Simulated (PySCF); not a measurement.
Species: 1,2-dimethylhydrazine, C₂H₈N₂.
Numbering: `[CH3:1][NH:2][NH:3][CH3:4]` (hydrogens: H5, H6, H7 on C1; H8 on N2; H9 on N3; H10, H11, H12 on C4)

All values: CAM-B3LYP/def2-SVPD (PySCF, non-relativistic), on one gas-phase PBE0-D3(BJ)/def2-SVP geometry that isn't relaxed in the solvent. The solvent is an IEF-PCM continuum (van der Waals radii × 1.2), and excitations are vertical TDDFT with non-equilibrium linear response and a frozen core. The model holds no explicit solvent molecules, cavitation or dispersion.

Gas-phase singlets (H = HOMO, L = LUMO):

| state | E (eV) | λ (nm) | f | leading configurations |
| --- | --- | --- | --- | --- |
| S1 | 5.772 | 215 | 0.016 | H→L 90% |
| S2 | 6.471 | 192 | 0.000 | H-1→L 70%, H→L+3 12% |
| S3 | 6.944 | 179 | 0.022 | H→L+1 81%, H→L+3 8% |
| S4 | 7.229 | 171 | 0.041 | H→L+3 77%, H-1→L 16% |
| S5 | 7.265 | 171 | 0.001 | H→L+2 80%, H-1→L+1 11% |

Question: What are the lowest 5 singlets in chloroform (ε = 4.711)?

Answer: 
```csv
state,E (eV),λ (nm),f,leading configurations,change by rank (eV)
S1,5.973,208,0.016,H→L 88%,+0.201
S2,6.687,185,0.000,"H-1→L 61%, H→L+1 22%",+0.216
S3,7.064,176,0.034,"H→L+1 70%, H→L+3 14%",+0.120
S4,7.354,169,0.004,"H→L+2 80%, H-1→L+1 9%",+0.125
S5,7.412,167,0.046,"H→L+3 72%, H-1→L 20%",+0.147
```

Question: The ground-state energy changes by -0.148 eV from gas to chloroform. By how much does the total energy of gas-phase S1 change?

Answer: E(S1) = E(S0) + excitation energy, so it changes by -0.148 + 0.201 = +0.053 eV: it isn't lowered at all, while the ground state is. This is the vertical state, with the slow part of the continuum still set for S0.

Question: How do the frontier levels move from gas to chloroform?

Answer: 
| orbital | gas (eV) | solvent (eV) | change (eV) |
| --- | --- | --- | --- |
| LUMO+2 | 2.62 | 2.81 | +0.19 |
| LUMO+1 | 2.00 | 2.10 | +0.10 |
| LUMO | 1.39 | 1.56 | +0.17 |
| HOMO | -7.71 | -7.72 | -0.01 |
| HOMO-1 | -8.53 | -8.55 | -0.02 |
| HOMO-2 | -11.79 | -11.72 | +0.07 |
| HOMO-3 | -12.24 | -12.17 | +0.07 |

The HOMO–LUMO gap goes from 9.11 to 9.28 eV.

Shape of the structure used: `[CH3:1][NH:2][NH:3][CH3:4]`: C1–N2–N3–C4 157°.
